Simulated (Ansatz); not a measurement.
Two isomers of C3H7NS: A = `CCNC=S`, B = `CN1CSC1`.

Program: Ansatz. Geometries: PBE0-D4/def2-TZVP. ΔE: electronic, gas phase. CBS: MP2 limit from def2 TZ/QZ plus the TZ coupled-cluster correction, frozen cores. Functionals use def2-TZVPP. B3LYP here is the variant with VWN-RPA as its local correlation; programs differ in this. Each species was taken in one conformer, which may not be the lowest.

(1) Which is lower in electronic energy at CCSD(T)/CBS, and by how much? (An estimate is asked.)

(2) Give E(B) − E(A) in kcal/mol with HF/def2-TZVPP, MP2/def2-TZVPP, PBE0-D4, r2SCAN-D4, CCSD/def2-TZVPP, B3LYP-D4, PBE-D4. (Estimate.)

Largest T1 diagnostic: 0.015.

Answers

(1) The calculation gave: A, by 26.3 kcal/mol.

(2) The calculation gave: HF/def2-TZVPP 29.6, MP2/def2-TZVPP 26.1, PBE0-D4 26.2, r2SCAN-D4 30.3, CCSD/def2-TZVPP 25.6, B3LYP-D4 30.4, PBE-D4 28.4. None reverses the order clearly.

In def2-TZVPP, CCSD(T) changes the Hartree–Fock value by −3.4 kcal/mol (the triples alone add +0.6 kcal/mol) and MP2 by −3.5 kcal/mol. The D4 term adds −1.4 kcal/mol with B3LYP and −0.7 kcal/mol with PBE0; it sums over pairs of atoms, weighted by their polarisabilities, and B3LYP, whose exchange is more repulsive, gets the larger term.
